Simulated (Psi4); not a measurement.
Process, species as SMILES: FOF + H+ → F[OH+]F
B3LYP-D3(BJ)/def2-TZVP geometries, fixed; electronic energies without zero-point terms; positive where energy is released.

Effect of the grid (radial, spherical points) at M06-2X/def2-TZVP with Psi4, against the last row, where the proton affinity is 111.05 kcal/mol. The proton sits at the site shown, which need not be the one that binds it best. Cost is core time over that of grid: 35, 110, rough, on shared machines of one kind.

```json
[
 {"setting": "grid: 35, 110", "grid points, largest species": "15316", "largest shift of a total energy (mEh)": "0.935", "shift of the proton affinity (kcal/mol)": "0.359", "cost": "1×"},
 {"setting": "grid: 50, 194", "grid points, largest species": "38445", "largest shift of a total energy (mEh)": "0.125", "shift of the proton affinity (kcal/mol)": "-0.088", "cost": "1×"},
 {"setting": "grid: 75, 302", "grid points, largest species": "88138", "largest shift of a total energy (mEh)": "0.080", "shift of the proton affinity (kcal/mol)": "-0.071", "cost": "2×"},
 {"setting": "grid: 99, 590", "grid points, largest species": "227046", "largest shift of a total energy (mEh)": "-0.008", "shift of the proton affinity (kcal/mol)": "-0.006", "cost": "3×"},
 {"setting": "grid: 150, 974", "grid points, largest species": "562544", "largest shift of a total energy (mEh)": "0.000", "shift of the proton affinity (kcal/mol)": "0.000", "cost": "7×"}
]
```

Within 0.1 kcal/mol in the proton affinity: grid: 50, 194; grid: 75, 302; grid: 99, 590. The largest shift is 0.935 mEh in a total energy and 0.359 kcal/mol in the difference.
